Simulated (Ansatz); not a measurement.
A made-up structure of CH₂SSi, singlet:

Si1  (-1.129, -0.102, -1.408)
C2  (0.078, -0.195, -0.204)
S3  (1.307, -0.506, 0.794)
H4  (-2.082, 0.071, -0.230)
H5  (-1.138, -0.280, -2.817)
(Å)

It is relaxed with PBE-D4/def2-SVP and then PBE0-D4/def2-TZVP (Ansatz 0.2.0). Atoms count as bonded within 1.22 times the sum of their covalent radii (H–H: 0.88 Å). The end point is not checked to be a true minimum.

(1) Does its bonding change? (Judge from chemistry; the calculation decides.)

## Answers

(1) Computed: No: no bond forms or breaks.

Where it ends: The first stage lowers the energy by 0.96 eV in 9 steps. It ends as CH₂SSi ([SiH2][C][S]):
| atom | x (Å) | y (Å) | z (Å) |
| --- | --- | --- | --- |
| Si1 | -1.3048 | -0.5873 | -1.1910 |
| C2 | 0.1731 | -0.2857 | -0.2431 |
| S3 | 1.4366 | -0.3835 | 0.6255 |
| H4 | -2.3128 | 0.2851 | -0.5210 |
| H5 | -0.9559 | -0.0408 | -2.5348 |

Labels in which every atom is bracketed show which atoms are joined, not bond orders.

For scale, one of the runs: PBE0-D4/def2-TZVP relaxation, 117 basis functions, launched by `ansatz run in.yaml --threads 2 --pin off --events-out ev --progress --plain --max-ram 4352MiB`. Hardware: 2 CPU threads of an Intel Xeon 6975P-C, shared host. Wall time about 7 s.
